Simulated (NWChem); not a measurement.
**A calculation on ethylene (C2H4)**

SMILES: C=C
```xyz
6

C      0.0000     0.0000     0.6703
C      0.0000     0.0000    -0.6703
H      0.9374     0.0000     1.2507
H     -0.9374     0.0000     1.2507
H     -0.9374     0.0000    -1.2507
H      0.9374     0.0000    -1.2507
```
Charge 0, spin multiplicity 1.

Everything below was run with NWChem. All single points use one geometry, from PBE/def2-SVP, a minimum by its harmonic frequencies.

Symmetry labels belong to the abelian group D2h used in the runs, with the axes of the coordinates shown.

Task: List the lowest 4 singlet excitations that TD-LDA (SVWN5)/def2-SVPD gives, with oscillator strengths.

Result: 
| state | symmetry | energy (eV) | wavelength (nm) | f |
|---|---|---|---|---|
| 1 | b1g | 7.40 | 168 | 0.000 |
| 2 | b2u | 7.44 | 167 | 0.065 |
| 3 | b1u | 7.76 | 160 | 0.332 |
| 4 | b3g | 8.09 | 153 | 0.000 |
